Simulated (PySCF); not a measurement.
## Unknown: peak-picked proton spectrum

Formula C4H4O. The spectrum was simulated from the full spin Hamiltonian at 600 MHz with 0.6 Hz Lorentzian lines, from shifts rounded to 0.01 ppm and J to 0.1 Hz, couplings under 1 Hz left out.

```tsv
region	integral (H)	ppm	Hz	height
1	2	7.579	4547.7	2
1		7.575	4545.1	8
1		7.572	4543.1	93
1		7.570	4542.2	100
1		7.570	4541.8	100
1		7.568	4541.0	94
1		7.565	4538.9	8
1		7.561	4536.3	2
2	2	6.710	4025.7	2
2		6.705	4023.1	8
2		6.702	4021.0	94
2		6.700	4020.2	100
2		6.700	4019.8	100
2		6.698	4019.0	93
2		6.695	4017.0	8
2		6.691	4014.3	2
```

$^{13}$C{$^{1}$H} NMR (computed): δ 147.1, 116.7.

No solvent model, fast rotation and ring inversion assumed for equivalent nuclei, single conformer, non-relativistic Hamiltonian. Spin–spin couplings from B3LYP/pcJ-1; coordinates at the GFN2-xTB level; shielding tensors at PBE0/pcSseg-1 (GIAO); PySCF.

Referencing at the same level of theory: TMS for $^{1}$H (σref 31.72), $^{13}$C (σref 186.93).

Problem. Analyse the multiplets.

Solution. $^{1}$H NMR (600 MHz, computed): δ 7.57 (m, 2H), 6.70 (m, 2H). These are first-order names from the parameters used; overlap and second-order distortion can hide them in the list.

Problem. What is the compound?

Solution. furan.

Structure with atom numbers: `[cH:1]1[cH:2][cH:3][o:4][cH:5]1` (H(Xn): hydrogen on atom n).

1. δ 7.57: H(C3)/H(C5), hydrogen on an aromatic CH next to the ring oxygen, coupled to H(C1)/H(C2) (2.1 Hz).
2. δ 6.70: H(C1)/H(C2), hydrogen on an aromatic CH, coupled to H(C3)/H(C5) (2.1 Hz).

The shifts were computed for this structure.

Splittings below 1 Hz are ignored in the labels, and close J values are merged. Couplings among chemically equivalent protons are left out too, so labels in AA′BB′ or AA′XX′ sets are apparent multiplicities. Unscaled 3J(H,H) at this level run about 10 % above measured values. Shifts are as computed. Against solution values, carbons near 30 ppm lie about +3 ppm off and those near 130 ppm about +5 ppm. Of 1211 compounds with measured shifts, 218 miss one by over three times the rms of a fit or turn the order of signals round; such compounds aren't used in these exercises.
